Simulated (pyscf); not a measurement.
Optimised with ωB97X-D3(BJ)/def2-SVP in PySCF. Correlated levels are frozen-core, on RHF or UHF. ΔMP2 is the change of the MP2 total energy from the triple- to the quadruple-zeta basis.

SMILES: O[SiH](Cl)Cl
```xyz
6

O      1.0860     0.7929    -0.8542
Si     0.2455    -0.1218     0.2190
Cl    -0.6104     1.0544     1.6664
Cl    -1.2820    -1.1234    -0.7164
H      0.6204     1.4771    -1.3475
H      1.1820    -1.0762     0.8274
```

Question: List the bond dissociation enthalpies at 298 K of HO–SiH(Cl)–Cl (SMILES O[SiH](Cl)Cl) from CCSD(T)/def2-TZVPP + ΔMP2(QZVPP), from the weakest bond up.

Answer: H–Si to HO–Si•(Cl)–Cl + H•: 398.1 kJ/mol; Cl–Si to HO–SiH•–Cl + Cl•: 476.6 kJ/mol; H–O to •O–SiH(Cl)–Cl + H•: 518.0 kJ/mol; O–Si to OH• + Cl–SiH•–Cl: 545.7 kJ/mol. Ring and multiple bonds, and those that leave no two simple radicals, are not listed. •O–SiH(Cl)–Cl lies 115.4 kJ/mol over its isomer HO–Si•(Cl)–Cl, and others may lie lower still (electronic energy, ωB97M-D3(BJ)). Other isomers of HO–SiH•–Cl, HO–Si•(Cl)–Cl were not searched in full and may lie lower. The CCSD(T) − MP2 part came from Ansatz, without density fitting, on the same reference. Left out: the spin-orbit lowering of Cl, OH.
